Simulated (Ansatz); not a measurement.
# BSiH2 (sextet): from Hartree-Fock to the top rungs, cc-pVDZ

The task here is to estimate one member of a computed series from the others.

Computed with Ansatz 0.2.0, Gaussian basis. Level: cc-pVDZ, core rule «outside noble gas», up to 6 orbitals frozen.

To be run: UHF; CCSD(T) on ROHF; CCSD(T) on UHF; BCCD(T) on ROHF; CISD; CCSDT(Q) on ROHF; CCSDT(Q) on UHF; CCSDTQ on ROHF.

8 further runs of the same task are left out: 3 for a known fault of the program, 5 set aside as unsound or not needed.

### What is computed

The geometry is a PBE0/def2-TZVP stationary point (not a proven minimum) of the parent state, kept for this charge and spin.

4 atoms, charge 0, spin multiplicity 6.

Atoms are counted from 1 here; the program's logs count them from 0.

Bond lengths: Si1–B2 1.871 Å, Si1–H3 1.488 Å, Si1–H4 1.488 Å. Angles: B2–Si1–H3 125.4°, B2–Si1–H4 125.4°, H3–Si1–H4 109.2°.

The first run:

Contents of in.yaml:

```yaml
crystal:
  periodic: [false, false, false]
  atoms:
    - {symbol: Si, position_ang: [0.000000, 0.000000, 0.451790]}
    - {symbol: B, position_ang: [0.000000, 0.000000, -1.418773]}
    - {symbol: H, position_ang: [0.000000, 1.212692, 1.314369]}
    - {symbol: H, position_ang: [0.000000, -1.212692, 1.314369]}
basis:
  gaussian: {orbitals: cc-pVDZ}
magnetization: {spin_polarized: true, initial_magnetization: 5}
hamiltonian: {xc: hf}
output: {orbitals: {seedname: orbitals}}
```

Launch:

```console
$ ansatz run in.yaml --threads 1 --pin off --events-out ev --progress --plain --max-ram 4096MiB --backend cpu
```

Among the steps run: UHF; CCSD(T) on ROHF; CCSD(T) on UHF; BCCD(T) on ROHF; CISD; CCSDT(Q) on ROHF; CCSDT(Q) on UHF; CCSDTQ on ROHF.

One of the session's tables, all rows but one given; the rest of the session is left out.

| method | from RCCSDTQ (meV) |
| --- | --- |
| ROHF | +3710.2 |
| UHF | +3652.6 |
| RMP2 | +979.1 |
| UMP2 | ? |
| CISD | +275.5 |
| RCCSD | +136.2 |
| UCCSD | +133.8 |
| RCCSD(T) | +37.8 |
| UCCSD(T) | +36.7 |
| BCCD(T) | +37.7 |
| RCCSDT | +4.2 |
| UCCSDT | +3.4 |
| RCCSDT(Q) | +0.8 |
| UCCSDT(Q) | -0.4 |
| RCCSDTQ | 0 |

Q: Estimate the row for UMP2 from the others.

As computed: from RCCSDTQ (meV): +976.5. In the column «from RCCSDTQ (meV)» it lies between CISD (+275.5) and RMP2 (+979.1).

Caveats from the session: Restricted and unrestricted rows rest on different reference determinants; where their highest levels disagree by more than a few hundredths of an eV, they describe different states and don't form one ladder.
